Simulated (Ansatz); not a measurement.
Basis-set extrapolation for C₅H₁₀O₂, SMILES `CC1OCCCO1` (PBE0-D4/def2-TZVP geometry, frozen core, Ansatz). Multiplicity 1, RHF reference.

```csv
,def2-TZVPP,def2-QZVPP
HF,-345.008207,-345.024089
MP2 correlation,-1.321876,-1.413504
CCSD(T) correlation,-1.426749,not run
```

Energies in hartree. Use E(X) = E(∞) + A·exp(−7.88·√X) for Hartree–Fock and E(X) = E(∞) + B·X^(−2.97) for correlation, with X = 3 and 4, and add CCSD(T) minus MP2 of the smaller set to the MP2 limit.

What is the CCSD(T) energy at the basis-set limit?

HF limit: -345.024089 + (-0.015882) × 0.13774 = -345.02628. MP2 limit: -1.413504 + (-0.091628) × 0.74074 = -1.48138. Higher-order term: -1.426749 − (-1.321876) = -0.10487. Total: -346.61253 hartree, 466.2 kJ/mol below CCSD(T)/def2-TZVPP.
